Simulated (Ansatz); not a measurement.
Z-matrix (Å, degrees):
```
O
H 1 0.9731
```
Charge 0, spin multiplicity 2.

Computed with Ansatz (an electronic-structure program) with frozen-core CCSD(T)/cc-pVTZ // PBE0-D3(BJ)/def2-TZVP.

| Item | Value |
|---|---|
| HF energy | -75.41913 Ha |
| MP2 correlation energy | -0.19975 Ha |

Task: Estimate the CCSD correlation energy, the (T) correction, the total energy and the T1 diagnostic.

Result: 
| Property | Result |
|---|---|
| CCSD correlation energy | -0.21349 Ha |
| (T) correction | -0.00510 Ha |
| CCSD(T) total energy | -75.63772 Ha |
| T1 diagnostic | 0.007 |
